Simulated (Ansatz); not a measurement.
# Isomers

Structures of CH₃SSi, doublet, relaxed at PBE0-D4/def2-TZVP (vibrations not checked; lower isomers may exist, and structures with a doubtful reference or unclear bonds are left out). Ansatz 0.2.0; basis: def2-TZVPP; cores frozen in the correlated methods; orbitals are unrestricted. B3LYP uses VWN-RPA correlation.

**Question.** Rank them by CCSD(T) energy, lowest first, and give each one's height above the lowest. Links in brackets join atoms within 1.22 times the sum of their covalent radii (1.1 for two metals). (To be estimated.)
A.
CH₃SSi ([CH2]1[SiH][S]1)
```
6
angstrom
C -0.2291 -0.1359 -0.6650
Si -0.2705 0.4740 1.0851
S 0.2253 -1.4772 0.5453
H -1.1682 -0.3279 -1.1738
H 0.5831 0.1246 -1.3375
H 0.8594 1.3424 1.5459
```
B.
CH₃SSi ([CH]1[SiH][SH]1)
```
6
angstrom
C -0.3809 -0.2861 -0.3477
Si -0.4239 0.7219 1.1508
S -0.2668 -1.6362 0.8194
H -0.7876 -0.4795 -1.3304
H 1.0633 -1.8818 0.7501
H 1.0736 0.8873 1.3838
```
C.
CH₃SSi ([CH2][SiH][S])
```
6
angstrom
Si 0.5898 0.0455 0.7557
C -0.4949 -0.0745 -0.6745
S 0.4687 1.4300 2.1326
H -0.3989 -0.8578 -1.4207
H -1.2917 0.6434 -0.8391
H 1.5939 -1.0463 0.7575
```
D.
CH₃SSi ([CH3][Si][S])
```
6
angstrom
C -0.5229 0.0147 -0.9602
Si -0.7381 -0.1183 0.9096
S 0.7731 -0.3363 2.1283
H -1.4737 0.1539 -1.4739
H 0.1409 0.8581 -1.1678
H -0.0411 -0.9016 -1.3119
```

**Answer.** Computed: D (0.00 kcal/mol), C (15.88 kcal/mol), A (22.39 kcal/mol), B (64.45 kcal/mol). Heights count from the lowest.

**Question.** Do PBE-D4, r2SCAN-D4, PBE0-D4, B3LYP-D4, wB97M-V, HF, MP2 give the same order? (Judge from chemistry; the calculation decides.)

**Answer.** The calculation gives: All do.

T1 diagnostic: at most 0.033. ⟨S²⟩ of the unrestricted Hartree–Fock references: 0.76 to 0.81 (a pure state has 0.75). The unrestricted reference is spin-contaminated, which hurts MP2 most.

For scale, one of the runs: CCSD(T)/def2-TZVPP, 157 basis functions, launched by `ansatz run in.yaml --threads 2 --pin off --events-out ev --progress --plain --max-ram 4352MiB`. Hardware: 2 CPU threads of an Arm Neoverse V2, shared host. Wall time 66 s; peak host memory 2.4 GiB.
